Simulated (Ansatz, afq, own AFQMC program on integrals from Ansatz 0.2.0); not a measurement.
BN$_{2}$H, triplet: AFQMC among the cluster methods

```yaml
atoms:
  - { symbol: B, position_ang: [0.0000, 0.0000, -0.5245] }
  - { symbol: N, position_ang: [0.0000, 0.0000, -1.9235] }
  - { symbol: N, position_ang: [0.0000, 0.0000, 0.7274] }
  - { symbol: H, position_ang: [0.0000, 0.0000, 1.7207] }
```

Connectivity, by distances: N–B–NH.

Basis cc-pVDZ. Only valence electrons are correlated. Ansatz 0.2.0 and our own AFQMC program on the same integrals; the CISD trial comes from CCSD amplitudes, and released means the phaseless constraint is let go. Uncertainties: one standard error, sampling alone.

Determinant: UHF, the one that the program's search chose, which needn't be the lowest solution. The geometry is a PBE0/def2-TZVP stationary point of this or a neighbouring charge and spin state.

No full CI on the walks' own integrals is used here; CCSDT(Q) serves as the reference and is uncertain by about the last step of the cluster series.

Cautions: unrestricted determinant spin contaminated (⟨S²⟩ 2.11 against 2.00).

- T1 diagnostic: 0.0304
- weight of the determinant in the CISD state: 0.849
- ⟨S²⟩ of the determinant: 2.113
- size of the correlated space: 14 electrons in 44 orbitals

```csv
level,correlation energy (eV)
MP2,-8.9869
CCSD,-9.8333
CCSD(T),-10.1911
```

(1) Estimate where AFQMC with the constraint released lies against CCSD(T) on the same integrals.

(1) 2.81 ± 0.36 mEh below CCSD(T).

Reference: CCSDT(Q), correlation energy -10.277 eV. The released energy is read at 2.40 1/Eh (meV from the phaseless value at times in 1/Eh: -16 ± 6 at 0.24, -23 ± 3 at 0.51, -33 ± 7 at 0.99, -42 ± 4 at 1.62, -44 ± 10 at 2.40).

```
         level  E − E(reference) (mEh)  share of correlation (%)
       CCSD(T)                    3.15                     99.17
         CCSDT                    1.50                     99.60
   ph-AFQMC/HF             3.52 ± 1.31                     99.07
 ph-AFQMC/CISD             1.94 ± 0.20                     99.49
released AFQMC             0.34 ± 0.36                     99.91
```

A walk keeps the symmetry of its determinant, which the program's search chose and which needn't be the lowest solution, so a lower state of the same spin and another symmetry isn't excluded. Released energies are given only where the last usable release times agree within the noise; a slower fall can still hide under it.
